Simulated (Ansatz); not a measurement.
# Structure relaxation of OsBr

All numbers below come from Ansatz 0.2.0, DFT PBE, scalar-relativistic, plane waves, PAW. Cutoff 420 eV, Γ-centred k mesh, Gaussian smearing, no spin polarisation in the final step.

OsBr was placed on the caesium chloride structure type (Pm-3m, No. 221), with Os in place of Cs, Br in place of Cl, at a guessed volume.

```
Os Br
1.0
     3.53350    0.00000    0.00000
     0.00000    3.53350    0.00000
     0.00000    0.00000    3.53350
Os Br
1 1
Direct
  0.00000 0.00000 0.00000
  0.50000 0.50000 0.50000
```

Cell and atoms relax at zero pressure; the relaxation can't lower the symmetry of the start. After a coarse first stage the cell is made exact in the group found at 0.06 Å.

The zero of energy is the elements' standard structures at the same level; no fitted shifts are applied.

(1) What does it relax into?

(2) What are its volume, energy, density and gap?

Results:

(1) It keeps Pm-3m (No. 221). The result has the caesium chloride structure. Conventional cell: a = 3.216 Å. Os is coordinated by 8 Br at 2.79 Å and 6 Os at 3.22 Å; around Br lie 8 Os at 2.79 Å and 6 Br at 3.22 Å.

```xyz
2
Lattice="3.2159 0.0000 0.0000 0.0000 3.2159 0.0000 0.0000 0.0000 3.2159" Properties=species:S:1:pos:R:3 pbc="T T T"
Os    0.0000    0.0000    0.0000
Br    1.6080    1.6080    1.6080
```

(2) The volume per atom is 16.63 Å³. The density is 13.49 g/cm³. The energy over the elements is 1.86 eV/atom and the gap on the 18×18×18 mesh is 0 eV (a metal).

The final run used a 18×18×18 mesh on its 2-atom cell and 0.10 eV smearing. For metals, differences of a few meV/atom aren't resolved. Spin–orbit coupling is left out. Symmetry constrained the relaxation, so the result can be a saddle point.

Cost: 3 runs of about 0.71 core-minutes in all, on Intel Xeon 6975P-C (Granite Rapids) (shared hosts).